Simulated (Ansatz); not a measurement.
Basis-set extrapolation for C3H3 (`[CH]=C=C`) radical (PBE0-D4/def2-TZVP geometry, frozen core, Ansatz). Multiplicity 2, UHF reference.

```
                      def2-TZVPP   def2-QZVPP
                 HF  -115.296994  -115.301826
    MP2 correlation    -0.424896    -0.453777
CCSD(T) correlation    -0.483331      not run
```

Energies in hartree. Use E(X) = E(∞) + A·exp(−7.88·√X) for Hartree–Fock and E(X) = E(∞) + B·X^(−2.97) for correlation, with X = 3 and 4, and add CCSD(T) minus MP2 of the smaller set to the MP2 limit.

Q: What is the CCSD(T) energy at the basis-set limit?

A: HF limit: -115.301826 + (-0.004832) × 0.13774 = -115.30249. MP2 limit: -0.453777 + (-0.028881) × 0.74074 = -0.47517. Higher-order term: -0.483331 − (-0.424896) = -0.05844. Total: -115.83610 hartree, 146.4 kJ/mol below CCSD(T)/def2-TZVPP.

The UHF reference is spin-contaminated (⟨S²⟩ = 0.96, T1 = 0.035).
